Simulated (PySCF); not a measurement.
C₅H₈O.
Numbering: `[CH3:1]/[CH:2]=[CH:3]/[C:4]([CH3:5])=[O:6]` (hydrogens: H7, H8, H9 on C1; H10 on C2; H11 on C3; H12, H13, H14 on C5)

The geometry is computed with GFN2-xTB (gas phase).

(1) What internal coordinates does the optimisation give?

Answers

(1) 
| bond | length (Å) |
| --- | --- |
| C1–C2 | 1.483 |
| C2=C3 | 1.332 |
| C3–C4 | 1.473 |
| C4–C5 | 1.510 |
| C4=O6 | 1.211 |
| C1–H7, C1–H8, C1–H9 | 1.089 |
| C2–H10 | 1.083 |
| C3–H11 | 1.081 |
| C5–H12, C5–H13, C5–H14 | 1.088 |

Bonds in one row agree within 0.01 Å and their mean is given. A selection of angles:
| angle | degrees |
| --- | --- |
| C2–C1–H7 | 109.7 |
| C2–C1–H8 | 111.5 |
| H7–C1–H8 | 109.1 |
| H7–C1–H9 | 107.2 |
| C1–C2–C3 | 125.5 |
| C1–C2–H10 | 116.6 |
| C3–C2–H10 | 118.0 |
| C2–C3–C4 | 121.6 |
| C2–C3–H11 | 121.3 |
| C4–C3–H11 | 117.1 |
| C3–C4–C5 | 114.3 |
| C3–C4–O6 | 123.1 |
| C5–C4–O6 | 122.6 |
| C4–C5–H12 | 109.5 |
| H12–C5–H13 | 108.3 |
| H12–C5–H14 | 109.6 |

Torsions: C1–C2–C3–C4 179° (antiperiplanar); C2–C3–C4–C5 -179° (antiperiplanar).

Of the pairs four or more bonds apart, O6···H10 is among the closest relative to their van der Waals radii: 2.51 Å, 92 % of the sum of Bondi's values. The C–C distances run from 1.332 Å (C2=C3, drawn double) to 1.510 Å (C4–C5, drawn single), a spread of 0.178 Å. The 6 heavy atoms lie in one plane (0.006 Å rms).

Whether it is a minimum is left open (no frequencies). One conformer, not necessarily the lowest.
